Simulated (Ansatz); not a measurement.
Reaction (formal hydrolysis of a C–N bond): `C=NC(C)(F)F` + H₂O → `CC(O)(F)F` + `C=N`

Isolated molecules relaxed with PBE0-D4/def2-TZVP in Ansatz; ΔE leaves out vibrations. CCSD(T)/CBS adds triple-zeta CCSD(T) − MP2 to the extrapolated MP2 energy (def2 sets, frozen cores). This one scheme is used for every species. DFT in def2-TZVPP. Each species was taken in one conformer, which may not be the lowest.

(1) Is it downhill or uphill in electronic energy at CCSD(T)/CBS, and by how much? (Estimate.)

(2) What do these levels give: ωB97X-V, PBE, HF/def2-TZVPP, HF/def2-QZVPP, HF/CBS(def2), CCSD/CBS(def2)? (An estimate is asked.)

Largest T1 diagnostic among the species: 0.012.

Results:

(1) The calculation gave: Nearly level: ΔE = +0.8 kJ/mol.

(2) Computed: ωB97X-V -7.7, PBE -8.1, HF/def2-TZVPP -17.8, HF/def2-QZVPP -16.8, HF/CBS(def2) -16.6, CCSD/CBS(def2) -1.2 kJ/mol.

In def2-TZVPP, CCSD(T) changes the Hartree–Fock value by +13.6 kJ/mol (the triples alone add +2.0 kJ/mol) and MP2 by +18.8 kJ/mol. The D4 term adds +5.7 kJ/mol with B3LYP and +3.2 kJ/mol with PBE0; it sums over pairs of atoms, weighted by their polarisabilities, and B3LYP, whose exchange is more repulsive, gets the larger term.

B3LYP here is the variant with VWN-RPA as its local correlation; programs differ in this.
